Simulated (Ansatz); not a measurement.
# Other spins and charges of H2Al–CH3, triplet at one geometry

Geometry (PBE0/def2-TZVP stationary point for this spin, not checked as a minimum):

| atom | x (Å) | y (Å) | z (Å) |
| --- | --- | --- | --- |
| Al | -0.0756 | 0.0440 | 0.7806 |
| C | 0.0338 | -0.0741 | -1.4575 |
| H | 0.7854 | 1.3182 | 0.1705 |
| H | 0.7928 | -1.1841 | 1.3321 |
| H | -0.4616 | -1.0447 | -1.3779 |
| H | -0.5650 | 0.7250 | -1.8764 |
| H | 1.0678 | -0.1093 | -1.7772 |

Basis cc-pVDZ; Ansatz 0.2.0. Correlated methods freeze the noble-gas cores. R marks a restricted (for open shells ROHF) determinant, U an unrestricted one.

Gaps are energies of the second state less the first, at fixed atoms, for a selection of the levels run; each method lands on the state that its own search finds for that charge and spin.

HF rows are the lowest solutions found. Coupled cluster chose its determinant by trial CCSD, here up to 0.15 eV above the lowest Hartree–Fock solution of its kind, and MP2 stands on that determinant too. For open shells CISD is restricted-active-space CI with the open shells as a complete middle space.

Removing an electron, to the doublet: 7.241 eV at UCCSDT(Q).

```
    level  gap (eV)  error (meV)
      RHF     7.060         -181
      UHF     7.061         -180
     RMP2     7.208          -33
     UMP2     7.215          -26
     CISD     7.213          -28
    RCCSD     7.229          -12
    UCCSD     7.228          -13
 RCCSD(T)     7.239           -2
 UCCSD(T)     7.239           -2
  BCCD(T)     7.240           -1
   RCCSDT     7.241            0
   UCCSDT     7.241            0
RCCSDT(Q)     7.241            0
      PBE     7.352          111
   r2SCAN     7.479          238
     PBE0     7.417          176
    B3LYP     7.388          147
  wB97M-V     7.157          -84
   B2PLYP     7.270           29
  RPA-PBE     7.441          200
```

Task: PBE gives 10.220 eV for removing an electron, to the quartet. Estimate what UCCSDT(Q) gives in cc-pVDZ.

Result: UCCSDT(Q) in cc-pVDZ gives 10.205 eV, so against it PBE is off by 0.015 eV, of which a good part can be the reference's own basis and frozen-core error.

```csv
level,gap (eV),error (meV)
RMP2,10.142,-63
UCCSD,10.189,-16
UCCSDT,10.205,0
r2SCAN,10.211,6
PBE0,10.285,80
B3LYP,10.342,137
wB97M-V,10.357,152
B2PLYP,10.225,20
RPA-PBE,10.358,153
```

Quintet less triplet: 6.019 eV at UCCSDT(Q).

```
     level  gap (eV)  error (meV)
       RHF     5.850         -169
       UHF     5.634         -385
      RMP2     5.915         -104
  UCCSD(T)     6.023            4
   RCCSDT*     6.022            3
RCCSDT(Q)*     6.019            0
    r2SCAN     5.811         -208
      PBE0     5.919         -100
 CAM-B3LYP     6.188          169
   wB97M-V     6.323          304
```

An asterisk marks runs whose energy the program itself flagged as in doubt.

In so small a basis the reference is far from its limit while semilocal and hybrid functionals are nearer theirs (RPA and double hybrids share much of the reference's basis error), so the functionals' errors here hold much of the reference's basis and frozen-core error, which can add to them or hide them.

Full CI isn't at hand for all of this; UCCSDT(Q) serves as the reference, and is uncertain by about the last step of the cluster series. The frozen core follows each run's orbitals, which can shift R against U totals by a few meV.
